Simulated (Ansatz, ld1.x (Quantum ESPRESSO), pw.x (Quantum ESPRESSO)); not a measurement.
# rubidium (bcc): variants of one TM potential in the solid

```
Element                 : Rb
Generator               : ld1.x (Quantum ESPRESSO) 7.5
Type                    : norm-conserving Troullier–Martins (Kleinman–Bylander form)
Functional              : PBEsol
Relativity              : scalar-relativistic
Frozen core             : [Kr]
Valence charge          : 1
Reference configuration : 5s1 5p0
Partial waves           : 5s (bound): rc 4.10 bohr; 5p (bound, empty): rc 3.80 bohr; 4d channel at 0.15 Ry: rc 3.80 bohr
Local potential         : all-electron potential smoothed inside 3.85 bohr (lloc = -2)
Core correction         : a·sin(br)/r model core inside 3.75 bohr
```

Crystal test: bcc Rb in pw.x 7.5, no spin, 8³ k-points, Fermi–Dirac smearing 0.01 Ry, cutoffs set for each file from its atomic test. The reference is all-electron LAPW (Ansatz 0.2.0) with the same functional, mesh and smearing; V0 and B0 come from Birch–Murnaghan fits to the pressures at five volumes. Errors are pseudo minus all-electron; Δ is the rms difference of the E(V) curves that follow from these fits, minima aligned, over ±6 % about the mean V0. Mesh and smearing are coarse, so the numbers serve the comparison and aren't converged zero-temperature values; the lattice is a test structure that the element need not adopt.

All-electron: a0 = 5.579 Å (V0 = 86.80 Å³/atom), B0 = 2.9 GPa.

Base: The logarithmic derivative shows an extra or strongly shifted pseudo pole above the reference energy (s near 1.24 Ry).

A dash in a converged row means that the minimum lies outside the volumes sampled.

```csv
change,cutoffs (Ry),pw.x,a0 (Å),a0 error (%),B0 error (%),Δ (meV/atom),mean pressure error (GPa)
base,50/200,converged,5.597,+0.33,+7.3,0.6,+0.03
wave 5p (bound): rc 3.80 bohr becomes 5p (bound): rc 2.42 bohr,50/200,converged; bound ghost,–,–,–,–,-1.85
wave 4d channel at 0.15 Ry: rc 3.80 bohr becomes 4d channel at 0.15 Ry: rc 2.44 bohr,50/200,converged,5.596,+0.31,+7.0,0.6,+0.03
"all radii but the core radius scaled by about 1.37 (s 5.62, p 5.20, d 5.20 bohr); local potential all-electron potential smoothed inside 5.26 bohr (lloc = -2)",50/200,converged,5.640,+1.10,+4.7,1.9,+0.11
local potential the p channel,50/200,converged; bound ghost,–,–,–,–,-0.05
core correction a·sin(br)/r model core inside 2.78 bohr,50/200,converged,5.561,-0.31,+3.8,0.5,-0.03
```
